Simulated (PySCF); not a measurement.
# C2H3F3O (2,2,2-trifluoroethanol): the cost of one run

Computed with PySCF 2.14.0, with density-fitted response routines of our own, on a single molecule, in the gas phase or a continuum. Atoms count from 0, in the outputs and in this text.

**1. The molecule as given**

9 atoms, charge 0, multiplicity 1; geometry from: GFN2-xTB. The atoms were then displaced at random by about 0.01 Å, so the start is not that level's minimum.

Bonds of the start (Å): O0–C1 1.38, C1–C2 1.52, C2–F3 1.34, C2–F4 1.35, C2–F5 1.33, O0–H6 0.97, C1–H7 1.09, C1–H8 1.10.

**2. Optimising the geometry at PBE0-D3(BJ)/def2-TZVP**

Job settings and geometry (Å):

```
{"job": {"xc": "PBE0", "basis": "def2-TZVP", "d3": "d3bj", "grid": 2, "shake": 0.01, "kind": "geom"}, "charge": 0, "multiplicity": 1}
O     -1.562910    -0.289310     0.194720
C     -0.425670     0.477320     0.350690
C      0.797610    -0.279580    -0.142790
F      0.718310    -0.629020    -1.429120
F      1.918670     0.470830    -0.059880
F      1.047180    -1.393400     0.548260
H     -1.693470    -0.497730    -0.739420
H     -0.291220     0.681550     1.417080
H     -0.450700     1.442190    -0.173280
```

Run with:

```console
$ OMP_NUM_THREADS=1 python probes_run.py task.json out
```

This one command runs all jobs of the session in turn.

Q: Estimate the wall time and peak memory of this first job on 1 thread of Arm Neoverse V2, shared host.

About 85 s, with a peak of 0.94 GiB.
